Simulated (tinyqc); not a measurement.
Worked calculation (part 1 of 2): UKS/B3LYP (VWN-RPA form) in the sto-6g basis, for LiH, spin multiplicity 3. This run ends on a higher stationary point, not on the lowest solution. Computed by tinyqc, a small Python program that keeps every step (integrals from PySCF). Settings: charge = 0, multiplicity = 3, basis = sto-6g, energy threshold = 1e-09, iteration cap = 76, orthogonalisation = symmetric, start = core, DIIS depth = 8, method = UKS, functional = b3lyp, grid = [10, 50]. Command: `OMP_NUM_THREADS=1 python tinyqc.py 22709 22710 out.jsonl` (the two numbers bound the seeds that draw the settings). One thread of a shared host (Intel(R) Xeon(R) Processor @ 2.60GHz), about 3 s of CPU time with the checks. Later iterations appear only in the table of the cycle.

## One-electron integrals

Geometry (angstrom):

| atom | x | y | z |
|---|---|---|---|
| Li | 0.00000 | 0.00000 | 0.00000 |
| H | 0.00000 | 0.00000 | 1.82500 |

Basis sto-6g: exponents (1/bohr^2) and contraction coefficients of normalised primitives:

| element | l (shell) | exponent | coefficient |
|---|---|---|---|
| Li | s (1) | 167.17585 | 0.00916 |
| Li | s (1) | 30.65151 | 0.04936 |
| Li | s (1) | 8.57519 | 0.16854 |
| Li | s (1) | 2.94581 | 0.37056 |
| Li | s (1) | 1.14394 | 0.41649 |
| Li | s (1) | 0.47114 | 0.13033 |
| Li | s (2) | 6.59756 | -0.01325 |
| Li | s (2) | 1.30583 | -0.04699 |
| Li | s (2) | 0.40585 | -0.03379 |
| Li | s (2) | 0.15615 | 0.25024 |
| Li | s (2) | 0.06781 | 0.59512 |
| Li | s (2) | 0.03108 | 0.24071 |
| Li | p (3) | 6.59756 | 0.00376 |
| Li | p (3) | 1.30583 | 0.03768 |
| Li | p (3) | 0.40585 | 0.17390 |
| Li | p (3) | 0.15615 | 0.41804 |
| Li | p (3) | 0.06781 | 0.42586 |
| Li | p (3) | 0.03108 | 0.10171 |
| H | s (1) | 35.52322 | 0.00916 |
| H | s (1) | 6.51314 | 0.04936 |
| H | s (1) | 1.82214 | 0.16854 |
| H | s (1) | 0.62596 | 0.37056 |
| H | s (1) | 0.24308 | 0.41649 |
| H | s (1) | 0.10011 | 0.13033 |

Overlap, kinetic and nuclear-attraction integrals over the contracted functions; the nuclear repulsion is the sum of Za Zb / Rab.

nuclear repulsion = 0.8698803 hartree

overlap S, lower triangle:
```
          1Li 1s   1Li 2s  1Li 2px  1Li 2py  1Li 2pz    2H 1s
1Li 1s   1.00000
1Li 2s   0.23574  1.00000
1Li 2px  0.00000  0.00000  1.00000
1Li 2py  0.00000  0.00000  0.00000  1.00000
1Li 2pz  0.00000  0.00000  0.00000  0.00000  1.00000
2H 1s    0.04210  0.34245  0.00000  0.00000  0.46269  1.00000
```

kinetic energy T (hartree), lower triangle:
```
           1Li 1s   1Li 2s  1Li 2px  1Li 2py  1Li 2pz    2H 1s
1Li 1s    3.61674
1Li 2s   -0.11072  0.10652
1Li 2px   0.00000  0.00000  0.32001
1Li 2py   0.00000  0.00000  0.00000  0.32001
1Li 2pz   0.00000  0.00000  0.00000  0.00000  0.32001
2H 1s    -0.01290  0.02855  0.00000  0.00000  0.09301  0.76852
```

nuclear attraction V (hartree), lower triangle:
```
           1Li 1s    1Li 2s   1Li 2px   1Li 2py   1Li 2pz     2H 1s
1Li 1s   -8.35710
1Li 2s   -0.89671  -1.46702
1Li 2px   0.00000   0.00000  -1.43824
1Li 2py   0.00000   0.00000   0.00000  -1.43824
1Li 2pz  -0.01307  -0.10900   0.00000   0.00000  -1.52441
2H 1s    -0.17153  -0.59248   0.00000   0.00000  -0.81386  -2.10856
```

core Hamiltonian H = T + V (hartree), lower triangle:
```
           1Li 1s    1Li 2s   1Li 2px   1Li 2py   1Li 2pz     2H 1s
1Li 1s   -4.74036
1Li 2s   -1.00743  -1.36050
1Li 2px   0.00000   0.00000  -1.11823
1Li 2py   0.00000   0.00000   0.00000  -1.11823
1Li 2pz  -0.01307  -0.10900   0.00000   0.00000  -1.20440
2H 1s    -0.18443  -0.56393   0.00000   0.00000  -0.72084  -1.34004
```

## Two-electron integrals

Functions are numbered as in S; the eight-fold symmetry (ij|kl) = (ji|kl) = (kl|ij) leaves the list below.

Two-electron integrals (ij|kl) in chemists' order, unique and non-zero (hartree):
```
(11|11) 1.68125   (21|11) 0.24260   (21|21) 0.04451   (22|11) 0.39719
(22|21) 0.09028   (22|22) 0.29062   (31|31) 0.00944   (32|31) 0.01426
(32|32) 0.06424   (33|11) 0.39719   (33|21) 0.09028   (33|22) 0.29062
(33|33) 0.31312   (41|41) 0.00944   (42|41) 0.01426   (42|42) 0.06424
(43|43) 0.01688   (44|11) 0.39719   (44|21) 0.09028   (44|22) 0.29062
(44|33) 0.27937   (44|44) 0.31312   (51|51) 0.00944   (52|51) 0.01426
(52|52) 0.06424   (53|53) 0.01688   (54|54) 0.01688   (55|11) 0.39719
(55|21) 0.09028   (55|22) 0.29062   (55|33) 0.27937   (55|44) 0.27937
(55|55) 0.31312   (61|11) 0.04313   (61|21) 0.00776   (61|22) 0.01595
(61|33) 0.01572   (61|44) 0.01572   (61|51) 0.00104   (61|52) 0.00212
(61|55) 0.01640   (61|61) 0.00150   (62|11) 0.11851   (62|21) 0.02738
(62|22) 0.09519   (62|33) 0.09011   (62|44) 0.09011   (62|51) 0.00465
(62|52) 0.02866   (62|55) 0.10534   (62|61) 0.00581   (62|62) 0.05402
(63|31) 0.00213   (63|32) 0.01017   (63|53) 0.00420   (63|63) 0.00352
(64|41) 0.00213   (64|42) 0.01017   (64|54) 0.00420   (64|64) 0.00352
(65|11) 0.15046   (65|21) 0.03508   (65|22) 0.12585   (65|33) 0.11728
(65|44) 0.11728   (65|51) 0.00724   (65|52) 0.04426   (65|55) 0.14301
(65|61) 0.00774   (65|62) 0.07809   (65|65) 0.11420   (66|11) 0.28953
(66|21) 0.06807   (66|22) 0.25999   (66|33) 0.23731   (66|44) 0.23731
(66|51) 0.01268   (66|52) 0.09752   (66|55) 0.30536   (66|61) 0.01515
(66|62) 0.18795   (66|65) 0.28121   (66|66) 0.77500
```

## Orthogonalisation

S = U s U^T; symmetric (Loewdin) form X = U s^(-1/2) U^T, so that X^T S X = 1.

eigenvalues of S: 0.41492  0.80597  1.00000  1.00000  1.17286  1.60625

X, lower triangle:
```
           1Li 1s    1Li 2s  1Li 2px  1Li 2py   1Li 2pz    2H 1s
1Li 1s    1.02223
1Li 2s   -0.12709   1.08267
1Li 2px   0.00000   0.00000  1.00000
1Li 2py   0.00000   0.00000  0.00000  1.00000
1Li 2pz  -0.00652   0.08086  0.00000  0.00000   1.10729
2H 1s     0.01417  -0.22319  0.00000  0.00000  -0.29706  1.16655
```

## Starting guess

The start is the orbitals of the core Hamiltonian; D(s) = C_occ C_occ^T for each spin.

D(alpha) at the start, lower triangle:
```
           1Li 1s   1Li 2s  1Li 2px  1Li 2py  1Li 2pz    2H 1s
1Li 1s    1.02535
1Li 2s   -0.07451  0.14954
1Li 2px   0.00000  0.00000  0.18426
1Li 2py   0.00000  0.00000  0.38770  0.81574
1Li 2pz  -0.03906  0.14765  0.00000  0.00000  0.14698
2H 1s    -0.05389  0.22804  0.00000  0.00000  0.22723  0.35133
```

D(beta) at the start, lower triangle:
```
           1Li 1s    1Li 2s  1Li 2px  1Li 2py  1Li 2pz    2H 1s
1Li 1s    1.01499
1Li 2s   -0.03531   0.00123
1Li 2px   0.00000   0.00000  0.00000
1Li 2py   0.00000   0.00000  0.00000  0.00000
1Li 2pz  -0.00002   0.00000  0.00000  0.00000  0.00000
2H 1s     0.00645  -0.00022  0.00000  0.00000  0.00000  0.00004
```

## Iteration 1: exchange-correlation on the grid

Becke grid with 10 radial and 50 angular points per atom, points of zero weight dropped. rho = sum D_ij phi_i phi_j; V_xc,ij = sum w v_xc phi_i phi_j plus the gradient terms; v_xc is d(rho eps)/d rho(s) for spin s at fixed gradient. Exact exchange is left to K.

The 8 grid points with the largest w rho, of 994 (bohr, atomic units):

| x | y | z | w | rho(alpha) | rho(beta) | eps_xc | v_xc(alpha) |
|---|---|---|---|---|---|---|---|
| -1.68390 | -1.68390 | 0.00000 | 2.06026 | 0.01241 | 3.59e-06 | -0.18720 | -0.23023 |
| 1.68390 | 1.68390 | 0.00000 | 2.06026 | 0.01241 | 3.59e-06 | -0.18720 | -0.23023 |
| -0.71802 | -2.15405 | 0.71802 | 1.84013 | 0.01368 | 3.72e-06 | -0.19204 | -0.23869 |
| 0.71802 | 2.15405 | 0.71802 | 1.84013 | 0.01368 | 3.72e-06 | -0.19204 | -0.23869 |
| 0.71802 | 0.71802 | 2.15405 | 1.37182 | 0.01769 | 6.32e-06 | -0.20872 | -0.25956 |
| -0.71802 | -0.71802 | 2.15405 | 1.37182 | 0.01769 | 6.32e-06 | -0.20872 | -0.25956 |
| 0.46001 | 0.46001 | 0.00000 | 0.06229 | 0.20136 | 0.18751 | -0.55244 | -0.60168 |
| -0.46001 | -0.46001 | 0.00000 | 0.06229 | 0.20136 | 0.18751 | -0.55244 | -0.60168 |

electrons on the grid, sum of w rho = 4.00792

E_xc = sum of w rho eps_xc = -1.7859908 hartree

V_xc(alpha) (hartree), lower triangle:
```
           1Li 1s    1Li 2s   1Li 2px   1Li 2py   1Li 2pz     2H 1s
1Li 1s   -0.89664
1Li 2s   -0.10650  -0.17378
1Li 2px   0.00000   0.00000  -0.15490
1Li 2py   0.00000   0.00000  -0.02191  -0.19018
1Li 2pz  -0.00218  -0.03147   0.00000   0.00000  -0.17660
2H 1s    -0.02014  -0.08829   0.00000   0.00000  -0.12608  -0.34668
```

V_xc(beta) (hartree), lower triangle:
```
           1Li 1s    1Li 2s   1Li 2px   1Li 2py   1Li 2pz     2H 1s
1Li 1s   -0.89078
1Li 2s   -0.10487  -0.14142
1Li 2px   0.00000   0.00000  -0.13743
1Li 2py   0.00000   0.00000  -0.00283  -0.14237
1Li 2pz  -0.00051  -0.01270   0.00000   0.00000  -0.14436
2H 1s    -0.01939  -0.05121   0.00000   0.00000  -0.06778  -0.15142
```

## Iteration 1: building the Kohn-Sham matrix

J_ij = sum D_kl (ij|kl) with D = D(alpha) + D(beta), K_ij = sum D_kl (ik|jl) for each spin; F = H + J - 0.2 K(s) + V_xc; E = tr D H + tr D J / 2 - 0.1 sum_s tr D(s) K(s) + E_xc + E_nn.

Coulomb J (hartree), lower triangle:
```
          1Li 1s   1Li 2s  1Li 2px  1Li 2py  1Li 2pz    2H 1s
1Li 1s   4.11250
1Li 2s   0.65397  1.35814
1Li 2px  0.00000  0.00000  1.33730
1Li 2py  0.00000  0.00000  0.01308  1.35861
1Li 2pz  0.01324  0.08509  0.00000  0.00000  1.37852
2H 1s    0.11873  0.48943  0.00000  0.00000  0.65462  1.40931
```

exchange K(alpha) (hartree), lower triangle:
```
          1Li 1s   1Li 2s  1Li 2px  1Li 2py  1Li 2pz    2H 1s
1Li 1s   1.70508
1Li 2s   0.25235  0.22179
1Li 2px  0.00000  0.00000  0.09866
1Li 2py  0.00000  0.00000  0.11486  0.28573
1Li 2pz  0.00796  0.14284  0.00000  0.00000  0.20458
2H 1s    0.05318  0.23057  0.00000  0.00000  0.28432  0.53568
```

exchange K(beta) (hartree), lower triangle:
```
          1Li 1s   1Li 2s  1Li 2px  1Li 2py  1Li 2pz    2H 1s
1Li 1s   1.68992
1Li 2s   0.23156  0.03947
1Li 2px  0.00000  0.00000  0.00867
1Li 2py  0.00000  0.00000  0.00000  0.00867
1Li 2pz  0.00096  0.00022  0.00000  0.00000  0.00873
2H 1s    0.04121  0.00688  0.00000  0.00000  0.00095  0.00132
```

F(alpha) (hartree), lower triangle:
```
           1Li 1s    1Li 2s   1Li 2px   1Li 2py   1Li 2pz     2H 1s
1Li 1s   -1.86552
1Li 2s   -0.51043  -0.22049
1Li 2px   0.00000   0.00000   0.04443
1Li 2py   0.00000   0.00000  -0.03180  -0.00696
1Li 2pz  -0.00361  -0.08394   0.00000   0.00000  -0.04340
2H 1s    -0.09648  -0.20891   0.00000   0.00000  -0.24917  -0.38455
```

F(beta) (hartree), lower triangle:
```
           1Li 1s    1Li 2s  1Li 2px  1Li 2py   1Li 2pz     2H 1s
1Li 1s   -1.85662
1Li 2s   -0.50464  -0.15167
1Li 2px   0.00000   0.00000  0.07989
1Li 2py   0.00000   0.00000  0.01026  0.09627
1Li 2pz  -0.00053  -0.03664  0.00000  0.00000   0.02802
2H 1s    -0.09334  -0.12709  0.00000  0.00000  -0.13420  -0.08241
```

total energy of this density = -7.8394463 hartree

## Iteration 1: diagonalisation and new density

Diagonalise F' = X^T F X, C = X C', fill 3 alpha and 1 beta electrons from the bottom; D(s) = C_occ C_occ^T. Each column has its largest component positive (the first on a tie).

F' = X^T F X (alpha) (hartree), lower triangle:
```
          1         2         3         4         5         6
1  -1.82249
2  -0.28566  -0.07770
3   0.00000   0.00000   0.04443
4   0.00000   0.00000  -0.03180  -0.00696
5  -0.00142  -0.00732   0.00000   0.00000   0.07048
6  -0.00503  -0.13581   0.00000   0.00000  -0.20320  -0.26808
```

orbital energies (alpha) (hartree): MO1 -1.86852, MO2 -0.40443, MO3 -0.02214, MO4 -0.00431, MO5 0.05961, MO6 0.17948

coefficients C (alpha):
```
              MO1       MO2      MO3       MO4       MO5       MO6
1Li 1s    0.98915  -0.09756  0.00000  -0.25797   0.00000  -0.08281
1Li 2s    0.04290   0.18254  0.00000   0.99929   0.00000   0.45928
1Li 2px   0.00000   0.00000  0.43101   0.00000   0.90235   0.00000
1Li 2py   0.00000   0.00000  0.90235   0.00000  -0.43101   0.00000
1Li 2pz   0.00480   0.18445  0.00000  -0.29318   0.00000   1.09587
2H 1s    -0.00257   0.83206  0.00000  -0.28925   0.00000  -0.85035
```

F' = X^T F X (beta) (hartree), lower triangle:
```
          1         2        3        4         5        6
1  -1.81371
2  -0.28819  -0.01825
3   0.00000   0.00000  0.07989
4   0.00000   0.00000  0.01026  0.09627
5  -0.00244   0.02278  0.00000  0.00000   0.11402
6  -0.00822  -0.12312  0.00000  0.00000  -0.17364  0.03684
```

orbital energies (beta) (hartree): MO1 -1.85922, MO2 -0.14449, MO3 0.03381, MO4 0.07496, MO5 0.10120, MO6 0.28880

coefficients C (beta):
```
              MO1       MO2       MO3       MO4      MO5       MO6
1Li 1s    0.99010  -0.13627  -0.22661   0.00000  0.00000   0.10548
1Li 2s    0.03974   0.37743   0.87181   0.00000  0.00000  -0.58361
1Li 2px   0.00000   0.00000   0.00000   0.90106  0.43369   0.00000
1Li 2py   0.00000   0.00000   0.00000  -0.43369  0.90106   0.00000
1Li 2pz   0.00262   0.32821  -0.51416   0.00000  0.00000  -0.97408
2H 1s    -0.00408   0.63640  -0.19252   0.00000  0.00000   1.02811
```

D(alpha) after iteration 1, lower triangle:
```
           1Li 1s   1Li 2s  1Li 2px  1Li 2py  1Li 2pz    2H 1s
1Li 1s    0.98794
1Li 2s    0.02462  0.03516
1Li 2px   0.00000  0.00000  0.18577
1Li 2py   0.00000  0.00000  0.38892  0.81423
1Li 2pz  -0.01325  0.03388  0.00000  0.00000  0.03405
2H 1s    -0.08372  0.15178  0.00000  0.00000  0.15346  0.69233
```

D(beta) after iteration 1, lower triangle:
```
           1Li 1s    1Li 2s  1Li 2px  1Li 2py   1Li 2pz    2H 1s
1Li 1s    0.98031
1Li 2s    0.03935   0.00158
1Li 2px   0.00000   0.00000  0.00000
1Li 2py   0.00000   0.00000  0.00000  0.00000
1Li 2pz   0.00260   0.00010  0.00000  0.00000   0.00001
2H 1s    -0.00404  -0.00016  0.00000  0.00000  -0.00001  0.00002
```

## Iteration 2: exchange-correlation on the grid

As before.

The 8 grid points with the largest w rho, of 994 (bohr, atomic units):

| x | y | z | w | rho(alpha) | rho(beta) | eps_xc | v_xc(alpha) |
|---|---|---|---|---|---|---|---|
| -1.68390 | -1.68390 | 0.00000 | 2.06026 | 0.01194 | 4.51e-05 | -0.18513 | -0.22736 |
| 1.68390 | 1.68390 | 0.00000 | 2.06026 | 0.01194 | 4.51e-05 | -0.18513 | -0.22736 |
| -0.46001 | -0.46001 | 0.00000 | 0.06229 | 0.19966 | 0.18562 | -0.54952 | -0.60010 |
| 0.46001 | 0.46001 | 0.00000 | 0.06229 | 0.19966 | 0.18562 | -0.54952 | -0.60010 |
| 0.00000 | -0.46001 | -0.46001 | 0.06229 | 0.19305 | 0.18544 | -0.54934 | -0.59611 |
| 0.00000 | 0.46001 | -0.46001 | 0.06229 | 0.19305 | 0.18544 | -0.54934 | -0.59611 |
| 0.00000 | 0.46001 | 0.46001 | 0.06229 | 0.19213 | 0.18579 | -0.54891 | -0.59545 |
| 0.00000 | -0.46001 | 0.46001 | 0.06229 | 0.19213 | 0.18579 | -0.54891 | -0.59545 |

electrons on the grid, sum of w rho = 4.00723

E_xc = sum of w rho eps_xc = -1.8030994 hartree

V_xc(alpha) (hartree), lower triangle:
```
           1Li 1s    1Li 2s   1Li 2px   1Li 2py   1Li 2pz     2H 1s
1Li 1s   -0.89078
1Li 2s   -0.10576  -0.16828
1Li 2px   0.00000   0.00000  -0.14879
1Li 2py   0.00000   0.00000  -0.02318  -0.18568
1Li 2pz  -0.00098  -0.02566   0.00000   0.00000  -0.17071
2H 1s    -0.01972  -0.09000   0.00000   0.00000  -0.13022  -0.38118
```

V_xc(beta) (hartree), lower triangle:
```
           1Li 1s    1Li 2s   1Li 2px   1Li 2py   1Li 2pz     2H 1s
1Li 1s   -0.88551
1Li 2s   -0.10456  -0.13895
1Li 2px   0.00000   0.00000  -0.13299
1Li 2py   0.00000   0.00000  -0.00450  -0.14044
1Li 2pz  -0.00096  -0.01609   0.00000   0.00000  -0.14339
2H 1s    -0.01948  -0.05119   0.00000   0.00000  -0.06774  -0.13600
```

## Iteration 2: building the Kohn-Sham matrix

As before.

Coulomb J (hartree), lower triangle:
```
          1Li 1s   1Li 2s  1Li 2px  1Li 2py  1Li 2pz    2H 1s
1Li 1s   4.04046
1Li 2s   0.64470  1.34921
1Li 2px  0.00000  0.00000  1.32401
1Li 2py  0.00000  0.00000  0.01313  1.34522
1Li 2pz  0.01300  0.09348  0.00000  0.00000  1.37840
2H 1s    0.11724  0.50526  0.00000  0.00000  0.68232  1.51941
```

exchange K(alpha) (hartree), lower triangle:
```
          1Li 1s   1Li 2s  1Li 2px  1Li 2py  1Li 2pz    2H 1s
1Li 1s   1.68074
1Li 2s   0.26954  0.19557
1Li 2px  0.00000  0.00000  0.09123
1Li 2py  0.00000  0.00000  0.11522  0.27741
1Li 2pz  0.00010  0.10778  0.00000  0.00000  0.17500
2H 1s    0.04887  0.22705  0.00000  0.00000  0.30005  0.69354
```

exchange K(beta) (hartree), lower triangle:
```
          1Li 1s   1Li 2s  1Li 2px  1Li 2py  1Li 2pz    2H 1s
1Li 1s   1.66695
1Li 2s   0.25483  0.05094
1Li 2px  0.00000  0.00000  0.01045
1Li 2py  0.00000  0.00000  0.00000  0.01045
1Li 2pz  0.00045  0.00012  0.00000  0.00000  0.01040
2H 1s    0.04651  0.00923  0.00000  0.00000  0.00130  0.00189
```

F(alpha) (hartree), lower triangle:
```
           1Li 1s    1Li 2s   1Li 2px   1Li 2py   1Li 2pz     2H 1s
1Li 1s   -1.92683
1Li 2s   -0.52240  -0.21868
1Li 2px   0.00000   0.00000   0.03874
1Li 2py   0.00000   0.00000  -0.03310  -0.01418
1Li 2pz  -0.00108  -0.06274   0.00000   0.00000  -0.03170
2H 1s    -0.09668  -0.19408   0.00000   0.00000  -0.22876  -0.34052
```

F(beta) (hartree), lower triangle:
```
           1Li 1s    1Li 2s  1Li 2px  1Li 2py   1Li 2pz    2H 1s
1Li 1s   -1.91880
1Li 2s   -0.51827  -0.16042
1Li 2px   0.00000   0.00000  0.07070
1Li 2py   0.00000   0.00000  0.00862  0.08446
1Li 2pz  -0.00113  -0.03163  0.00000  0.00000   0.02854
2H 1s    -0.09597  -0.11171  0.00000  0.00000  -0.10652  0.04299
```

total energy of this density = -7.8860412 hartree

## Iteration 2: DIIS over 2 matrices

error matrix X^T (FDS - SDF) X (alpha):
```
          1         2        3         4         5         6
1   0.00000  -0.00357  0.00000   0.00000  -0.00144   0.00247
2   0.00357   0.00000  0.00000   0.00000  -0.00070  -0.00315
3   0.00000   0.00000  0.00000  -0.00022   0.00000   0.00000
4   0.00000   0.00000  0.00022   0.00000   0.00000   0.00000
5   0.00144   0.00070  0.00000   0.00000   0.00000  -0.00288
6  -0.00247   0.00315  0.00000   0.00000   0.00288   0.00000
```

B (overlaps of the stored error matrices):
```
                1               2
1   9.3802323e-02  -2.7346505e-03
2  -2.7346505e-03   9.8707363e-05
```

Minimise |sum c_i e_i|^2 with sum c_i = 1: solve [B -1; -1 0][c; lambda] = [0; -1] with B_ij = tr e_i^T e_j summed over both spins, and take F = sum c_i F_i.

DIIS coefficients: 0.02851  0.97149

extrapolated F(alpha) (hartree), lower triangle:
```
           1Li 1s    1Li 2s   1Li 2px   1Li 2py   1Li 2pz     2H 1s
1Li 1s   -1.92508
1Li 2s   -0.52206  -0.21873
1Li 2px   0.00000   0.00000   0.03890
1Li 2py   0.00000   0.00000  -0.03306  -0.01397
1Li 2pz  -0.00115  -0.06334   0.00000   0.00000  -0.03204
2H 1s    -0.09668  -0.19450   0.00000   0.00000  -0.22934  -0.34178
```

extrapolated F(beta) (hartree), lower triangle:
```
           1Li 1s    1Li 2s  1Li 2px  1Li 2py   1Li 2pz    2H 1s
1Li 1s   -1.91703
1Li 2s   -0.51788  -0.16017
1Li 2px   0.00000   0.00000  0.07096
1Li 2py   0.00000   0.00000  0.00867  0.08479
1Li 2pz  -0.00111  -0.03178  0.00000  0.00000   0.02852
2H 1s    -0.09589  -0.11215  0.00000  0.00000  -0.10731  0.03941
```
